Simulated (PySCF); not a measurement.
A GIAO shielding run with PySCF (density fitting, non-relativistic, gas phase) on `Sc1ccsc1`, C$_{4}$H$_{4}$S$_{2}$:

```
$ OMP_NUM_THREADS=1 python probes_run.py task.json out

{"job": {"kind": "nmr", "xc": "wB97X-D", "basis": "pcSseg-2", "pop": false}, "charge": 0, "multiplicity": 1}
S      1.562905    -0.855238    -1.600797
C      0.413300    -0.078558    -0.517632
C     -0.385831    -0.750134     0.448864
C     -1.238179     0.094597     1.090284
S     -1.096941     1.693850     0.510268
C      0.131506     1.256988    -0.586581
H      2.321552    -1.427981    -0.650919
H     -0.325131    -1.812449     0.641728
H     -1.952871    -0.142582     1.863430
H      0.597871     1.993397    -1.222257
```

Hardware: 1 thread of an Arm Neoverse N1, shared host. The job also computes ring-centre shieldings.

Q: How large is the calculation?

A: 60 electrons, 286 basis functions and 832 auxiliary functions.

Q: How long does it take, and how much memory does it need?

A: 79 s of wall time, with 13 SCF cycles and 7 response iterations; peak memory 1.2 GiB. Times on a shared host scatter by some tens of per cent.

Q: And these other runs on the same molecule and hardware: GIAO shielding at B97-2/pcSseg-2; GIAO shielding at KT3/pcSseg-2; GIAO shielding at PBE0/pcSseg-2?

A: B97-2/pcSseg-2: 286 functions, 59 s; KT3/pcSseg-2: 286 functions, 80 s; PBE0/pcSseg-2: 286 functions, 66 s.
